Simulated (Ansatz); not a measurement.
C4H8, singlet: CASSCF and its corrections

Computed with Ansatz's Gaussian-basis code (development build). Basis cc-pVDZ, nonrelativistic, no frozen core. State-specific CASSCF; RHF is the lowest restricted (open-shell) Hartree–Fock solution met. Solutions may break the symmetry of the shape. Lower solutions, or ones in other orbitals, may exist.

Geometry:

```xyz
12

C     0.0000   -1.4588    0.0000
C     0.0000   -0.1196    0.0000
H    -0.5759   -2.0284    0.7230
H     0.5759   -2.0284   -0.7230
C     0.0325    0.6788    1.2723
H     0.0550    0.0316    2.1523
H     0.9137    1.3296    1.3006
H    -0.8461    1.3296    1.3456
C    -0.0325    0.6788   -1.2723
H    -0.0550    0.0316   -2.1523
H    -0.9137    1.3296   -1.3006
H     0.8461    1.3296   -1.3456
```

Task: What do CASSCF and its corrections give against RHF in CAS(2,2), and what are the occupations?

Result: CASSCF -0.809 eV, SC-NEVPT2 -15.754 eV; occupations 1.89, 0.11.
